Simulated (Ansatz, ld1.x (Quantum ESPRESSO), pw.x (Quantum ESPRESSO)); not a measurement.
# What a changed setting does to a pw.x run (bcc K)

Potential: ultrasoft, ld1.x (Quantum ESPRESSO) 7.5, PBE; core [Ne], reference 3s2 3p6 4s1 4p0; waves: 3s (bound): rcut 2.40, rcutus 2.60 bohr; 4s (bound): rcut 2.40, rcutus 2.60 bohr; 3p (bound): rcut 2.00, rcutus 2.40 bohr; 4p (bound, empty): rcut 2.00, rcutus 2.40 bohr; 3d channel at 0.4 Ry: rcut 2.50, rcutus 2.80 bohr; 3d channel at 0.95 Ry: rcut 2.50, rcutus 2.80 bohr; local part: all-electron potential smoothed inside 2.00 bohr (lloc = -2); core correction: none; augmentation: PSQ, radius 1.85 bohr.

The reference run (k-mesh 9³, cutoffs 40/320 Ry, Fermi–Dirac 0.01 Ry, mixing_beta 0.4, conv_thr 1e-9, no spin) gives -0.01 GPa at 74.315 Å³/atom, where all-electron LAPW gives -0.01 GPa. This run, with its own iteration cap, changes k-mesh shift to 1.

```
&control
  calculation='scf', prefix='x', pseudo_dir='./', outdir='./tmp', tstress=.true., disk_io='none'
/
&system
  ibrav=0, nat=1, ntyp=1, ecutwfc=40, ecutrho=320, nbnd=12,
  occupations='smearing', smearing='fd', degauss=0.01
/
&electrons
  conv_thr=1e-09, mixing_beta=0.4, electron_maxstep=50
/
ATOMIC_SPECIES
K 1.0 K.UPF
CELL_PARAMETERS angstrom
  -2.64853366 2.64853366 2.64853366
  2.64853366 -2.64853366 2.64853366
  2.64853366 2.64853366 -2.64853366
ATOMIC_POSITIONS crystal
K 0.0000 0.0000 0.0000
K_POINTS automatic
9 9 9 1 1 1
```

```bash
pw.x < K.scf.in > K.scf.out
```

Task: How does the run end?

Result: It converges in 8 iterations; the free energy moves by +1.3 meV/atom and the pressure by +0.01 GPa.

```
Message from routine setup:
     using ibrav=0 with symmetry is DISCOURAGED, use correct ibrav instead
     lattice parameter (alat)  =       8.6689  a.u.
     unit-cell volume          =     501.5025 (a.u.)^3
     number of electrons       =         9.00
     number of Kohn-Sham states=           12
     kinetic-energy cutoff     =      40.0000  Ry
     charge density cutoff     =     320.0000  Ry
     scf convergence threshold =      1.0E-09
     Exchange-correlation= PBE
     number of k points=    35  Fermi-Dirac smearing, width (Ry)=  0.0100
     iteration #  1     ecut=    40.00 Ry     beta= 0.40
     total energy              =     -56.94462211 Ry
     estimated scf accuracy    <       0.00119732 Ry
     iteration #  2     ecut=    40.00 Ry     beta= 0.40
     total energy              =     -56.94462308 Ry
     estimated scf accuracy    <       0.00031833 Ry
     iteration #  3     ecut=    40.00 Ry     beta= 0.40
     c_bands:  1 eigenvalues not converged
     total energy              =     -56.94466347 Ry
     estimated scf accuracy    <       0.00003129 Ry
     [... 2 iterations left out ...]
     iteration #  6     ecut=    40.00 Ry     beta= 0.40
     total energy              =     -56.94466916 Ry
     estimated scf accuracy    <       0.00000001 Ry
     iteration #  7     ecut=    40.00 Ry     beta= 0.40
     total energy              =     -56.94466916 Ry
     estimated scf accuracy    <          4.5E-09 Ry
     iteration #  8     ecut=    40.00 Ry     beta= 0.40
     the Fermi energy is     1.7320 ev
!    total energy              =     -56.94466916 Ry
     estimated scf accuracy    <          1.8E-10 Ry
     smearing contrib. (-TS)   =      -0.00357179 Ry
     The total energy is F=E-TS. E is the sum of the following terms:
     one-electron contribution =     -38.46758234 Ry
     hartree contribution      =      19.52665101 Ry
     xc contribution           =      -8.55184255 Ry
     ewald contribution        =     -29.44832348 Ry
     convergence has been achieved in   8 iterations
          total   stress  (Ry/bohr**3)                   (kbar)     P=       -0.02
     Message from routine punch:
     Nothing written, as per user request (disk_io='none')
```

The run took about 16 s on one core of a shared host (Neoverse-V2, 32 threads, 247 GiB, load 19).
